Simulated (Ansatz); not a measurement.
Si3H2⁻. Charge -1, multiplicity 4. Geometry B3LYP-D4/def2-TZVPD; atoms count from 1.

Cartesian coordinates in Å:
```
Si -1.059 0.594 -0.631
Si 0.793 -0.402 -1.654
Si 1.161 0.571 0.439
H 0.984 -0.399 1.610
H -1.880 -0.365 0.235
```

At PBE0-D4/def2-TZVPD a doublet of charge -1 lies 0.76 eV below the quartet, each at its own geometry. The structure comes from a short search, and lower isomers may exist.

Question: Estimate the Mulliken populations from the PBE0/def2-TZVPD orbitals of Ansatz.

Answer: 
```tsv
atom	charge (e)	spin (α − β)
Si1	-0.31	0.77
Si2	-0.32	1.35
Si3	-0.31	0.77
H4	-0.03	0.06
H5	-0.03	0.06
```
Mulliken values and Mayer orders depend strongly on the basis. With diffuse functions, as here, like atoms can get unlike values, and bond orders can come out too low or too high.

Question: Where does the spin sit?

Answer: Summed by element: Si 2.88, H 0.12, of 3 unpaired in all. Largest on single atoms: Si2 1.35, Si3 0.77, Si1 0.77.

Question: And the Mayer bond orders between bonded heavy atoms (over 0.3)?

Answer: Si1–Si2 1.15 (2.34 Å); Si1–Si3 0.97 (2.46 Å); Si2–Si3 1.15 (2.34 Å).
